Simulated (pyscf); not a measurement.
Single points on ωB97X-D3(BJ)/def2-SVP structures (PySCF, gas phase).

Q: For the elementary gas-phase step `[O][P]([OH])[OH]` [doublet] + `[H][H]` → `[OH][P]([OH])[OH]` + `[H]` [doublet] (doublet surface; H–H broken, H–O formed), what barrier and reaction energy does ωB97M-D3(BJ)/def2-TZVP give, measured from the separated reactants?

A: ΔE‡ = 115.8 kJ/mol, ΔE = +75.5 kJ/mol. Zero-point energy shifts the barrier by -3.4 kJ/mol. It is a hydrogen abstraction, with an imaginary mode of 1839i cm⁻¹. This is the saddle that the search found; another between the same sides may lie lower. The angle at the transferred H is 171°.
